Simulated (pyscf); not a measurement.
PySCF, gas phase, ωB97X-D3(BJ)/def2-SVP geometries. MP2 and CC: frozen core, UHF for open shells. ΔMP2 is the change of the MP2 total energy from the triple- to the quadruple-zeta basis.

Task: For the elementary gas-phase step HB=NH + HCl → H₂N–BH–Cl (singlet surface; Cl–H broken, B–Cl, H–N formed), what barrier and reaction energy does CCSD(T)/def2-TZVPP + ΔMP2(QZVPP) give, measured from the separated reactants?

Result: ΔE‡ = 15.9 kcal/mol, ΔE = -54.2 kcal/mol. Zero-point energy shifts the barrier by -0.3 kcal/mol. It is an addition across a multiple bond or ene-type step, with an imaginary mode of 1165i cm⁻¹. This is the saddle that the search found; another between the same sides may lie lower. The CCSD(T) − MP2 part came from Ansatz, without density fitting, on the same reference.
